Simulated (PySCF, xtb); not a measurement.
Protons, H atoms and electrons added to or taken from C=C. Isolated molecules, 0 K electronic values unless said otherwise. Strings in code marks are SMILES.

Quantity: gas-phase deprotonation enthalpy at 298 K, in kcal/mol. Enthalpy corrections at 298 K come from GFN2-xTB frequencies (xtb).

Level: M06-2X/def2-TZVPD // B3LYP-D3(BJ)/def2-TZVPD (PySCF).

```
species       E (Ha)  H(298 K) − E (Ha)
---------  ---------  -----------------
`C=C`      -78.57220            0.05389
`[CH-]=C`  -77.90862            0.03652
H+                 0            0.00236
```

Problem. Work out the gas-phase deprotonation enthalpy at 298 K.

Solution. H = E + (H − E) for each species, with 5/2 RT for the lone particle. The enthalpy of the separated products less that of the bound species is 0.64856 Ha, or 407.0 kcal/mol.
